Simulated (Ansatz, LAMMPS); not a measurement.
Ladder of methods for the lattice parameter a of rock-salt CaO

Reference value: 4.781 Å (measured, zero-point anharmonic expansion removed; as tabulated in Chen et al. (2018), doi:10.1103/physrevmaterials.2.073803).

Problem. What do ionic model pedone2006, LDA, PBE, r²SCAN, B3LYP (VWN-RPA form) give, and how far is each from the reference?

Solution. 
```csv
level (code),value (Å),error (%)
"ionic model pedone2006 (rigid ions, LAMMPS)",4.775,-0.13
LDA (Ansatz),4.708,-1.53
PBE (Ansatz),4.831,+1.05
r²SCAN (Ansatz),4.795,+0.29
B3LYP (VWN-RPA form) (Ansatz),4.832,+1.07
```

Once the reference is moved by up to 0.30 % (a margin picked here for doubts on the reference and the settings) and values within 0.10 % count as equal, the nearest can be ionic model pedone2006 (-0.13 %) or r²SCAN (+0.29 %). By the same margin the farthest can be LDA (-1.53 %), B3LYP (VWN-RPA form) (+1.07 %) or PBE (+1.05 %). Within 2 %: ionic model pedone2006, LDA, PBE, r²SCAN, B3LYP (VWN-RPA form).

Cutoffs and k meshes differ between the levels. Ansatz's density-functional and Hartree–Fock values are scalar-relativistic unless marked +SOC, with PAW data made under PBE.

Empirical potentials (ionic model pedone2006) are fitted to chosen data: where that held the value shown, agreement is built in, and what lay outside the fit can be far off.

Differences are worked out from the printed values.

Ansatz is a program for electronic structure.
